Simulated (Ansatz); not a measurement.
# C2H4N2: up Jacob's ladder to CCSD(T)

An exercise on one series of results from a longer session: the logs are not shown, and one member is left open.

Computed with Ansatz 0.2.0, Gaussian basis. Level: functionals in def2-TZVPP, the program's frozen cores in correlated methods.

The runs, in order: LDA (SPW92), PBE-D4, revPBE-D4, BLYP-D4, r2SCAN-D4, B97M-V, PBE0-D4, B3LYP-D4, r2SCANh-D4, r2SCAN0-D4, HSE06-D4, BHLYP-D4, CAM-B3LYP-D4, LC-ωPBE, ωB97X-V, ωB97M-V, B2PLYP, PBE-QIDH; CCSD(T)/def2-SVP; CCSD(T)/def2-TZVPP; MP2/def2-QZVPP; extrapolation to the limit; RPA on PBE.

1 further run of the same task is left out (it didn't finish).

## The relaxed structure

An earlier PBE0-D4 in a triple-zeta def2 set relaxation fixed the geometry.

SMILES `N=CC=N`, 8 atoms, charge 0, spin multiplicity 1.

Atoms are counted from 1 here; the program's logs count them from 0.

Bond lengths: N1–C2 1.263 Å, N1–H5 1.019 Å, C2–C3 1.487 Å, C2–H6 1.098 Å, C3–N4 1.263 Å, C3–H7 1.098 Å, N4–H8 1.019 Å. Angles: C2–N1–H5 110.6°, N1–C2–C3 122.4°, N1–C2–H6 123.5°, C3–C2–H6 114.2°, C2–C3–N4 122.4°, C2–C3–H7 114.2°, N4–C3–H7 123.5°, C3–N4–H8 110.6°.

The first run:

in.yaml

```yaml
crystal:
  periodic: [false, false, false]
  atoms:
    - {symbol: N, position_ang: [-1.225786, 0.971381, -0.482881]}
    - {symbol: C, position_ang: [-0.022904, 0.754598, -0.164122]}
    - {symbol: C, position_ang: [0.469469, -0.596787, 0.213754]}
    - {symbol: N, position_ang: [-0.285574, -1.609122, 0.238589]}
    - {symbol: H, position_ang: [-1.364608, 1.956017, -0.707684]}
    - {symbol: H, position_ang: [0.747580, 1.536669, -0.140373]}
    - {symbol: H, position_ang: [1.537638, -0.631773, 0.466015]}
    - {symbol: H, position_ang: [0.236383, -2.438083, 0.520902]}
basis:
  gaussian: {orbitals: def2-TZVPP}
hamiltonian: {xc: lda}
output: {orbitals: {seedname: orbitals}}
```

On the command line:

```sh
> ansatz run in.yaml --threads 2 --pin off --events-out ev --progress --plain --max-ram 4352MiB
```

Steps of the session up to this table: LDA; PBE-D4 (GGA); revPBE-D4 (GGA); BLYP-D4 (GGA); r2SCAN-D4 (meta-GGA); B97M-V (meta-GGA); PBE0-D4 (hybrid); B3LYP-D4 (hybrid); r2SCANh-D4 (hybrid); r2SCAN0-D4 (hybrid); HSE06-D4 (hybrid); BHLYP-D4 (hybrid); CAM-B3LYP-D4 (range-separated); LC-ωPBE (range-separated); ωB97X-V (range-separated); ωB97M-V (range-separated); B2PLYP (double hybrid); PBE-QIDH (double hybrid).

One of the session's tables, all rows but one given; the rest of the session is left out.

It belongs to the step «Frontier levels by functional». 

| functional | HOMO (eV) | LUMO (eV) | gap (eV) |
| --- | --- | --- | --- |
| LDA (SPW92) | -6.36 | -3.25 | 3.12 |
| PBE-D4 | -6.30 | -2.99 | 3.31 |
| revPBE-D4 | -6.26 | -2.90 | 3.36 |
| BLYP-D4 | ? | ? | ? |
| r2SCAN-D4 | -6.62 | -2.86 | 3.76 |
| B97M-V | -6.83 | -2.72 | 4.11 |
| PBE0-D4 | -7.83 | -1.94 | 5.90 |
| B3LYP-D4 | -7.62 | -2.18 | 5.44 |
| r2SCANh-D4 | -7.19 | -2.47 | 4.72 |
| r2SCAN0-D4 | -8.05 | -1.87 | 6.18 |
| HSE06-D4 | -7.43 | -2.32 | 5.10 |
| BHLYP-D4 | -9.34 | -0.76 | 8.58 |
| CAM-B3LYP-D4 | -9.31 | -0.74 | 8.57 |
| LC-ωPBE | -10.64 | 0.46 | 11.11 |
| ωB97X-V | -10.33 | 0.40 | 10.74 |
| ωB97M-V | -10.24 | 0.35 | 10.58 |

Estimate the missing values for BLYP-D4.

Worked estimate for «HOMO (eV)». Against the share of exact exchange, B3LYP-D4 (0.2, -7.62), BHLYP-D4 (0.5, -9.34) give a slope of -5.73 per unit share; at 0 the line stands at -6.47.

As computed: HOMO (eV): -6.23; LUMO (eV): -2.85; gap (eV): 3.38. In «HOMO (eV)» the line misses by -0.24.
